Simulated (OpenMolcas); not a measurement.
# BHCl2 (SMILES ClBCl) at HF/6-31G(d) (Cartesian functions, C-PCM carbontetrachloride)

Wanted: a structure relaxation of BHCl2. 

Program for the calculation: OpenMolcas 26.06.

8 further runs of the same task are left out: 2 that didn't finish, 6 set aside as unsound or not needed.

## (1) Starting point

BHCl2 has 4 atoms, charge 0, and is taken as a singlet. As SMILES, `ClBCl`. All atoms were displaced at random from a relaxed shape. The run starts from this shape.

Bond lengths: Cl1–B2 1.774 Å, B2–Cl3 1.589 Å, B2–H4 1.188 Å. Angles: Cl1–B2–Cl3 121.0°, Cl1–B2–H4 115.8°, Cl3–B2–H4 122.8°.

## (2) A structure relaxation at HF/6-31G(d) (Cartesian functions, C-PCM carbontetrachloride)

The input, test.input:

```
&GATEWAY
  Coord
  4
  angstrom
  Cl      -1.506825      -0.800615      -0.020870
  B        0.040658       0.063909       0.048552
  Cl       1.338485      -0.630035       0.646828
  H        0.069645       1.118256      -0.497850
  Basis
  6-31G*
  Group
  NoSym
  RF-Input
  PCM-Model
  Solvent=carbontetrachloride
  Conductor
  End of RF-Input
>>> EXPORT MOLCAS_MAXITER=40
>>> Do While

&SEWARD

&SCF
  Thresholds
  1e-07 0.0001 0.0001 0.001
  PrOrbitals
  0

&SLAPAF
>>> EndDo
```

Started as:

```console
export MOLCAS_MEM=1860
pymolcas test.input > test.log
```

Q: Predict the results. Wanted: total energy at the end; dipole moment; HOMO energy; LUMO energy; HOMO–LUMO gap.

**Answer.** As computed:

Level: HF/6-31G* (Cartesian functions, C-PCM carbontetrachloride).

```
               quantity          value
total energy at the end  -944.31040 Eh
          dipole moment         1.26 D
            HOMO energy      -12.50 eV
            LUMO energy        2.40 eV
          HOMO–LUMO gap       14.90 eV
```

In words: At the final geometry: Bond lengths: Cl1–B2 1.752 Å, B2–Cl3 1.752 Å, B2–H4 1.192 Å. Angles: Cl1–B2–Cl3 120.2°, Cl1–B2–H4 119.7°, Cl3–B2–H4 120.1°. The optimisation took 11 steps and changed the energy by -0.433 eV.
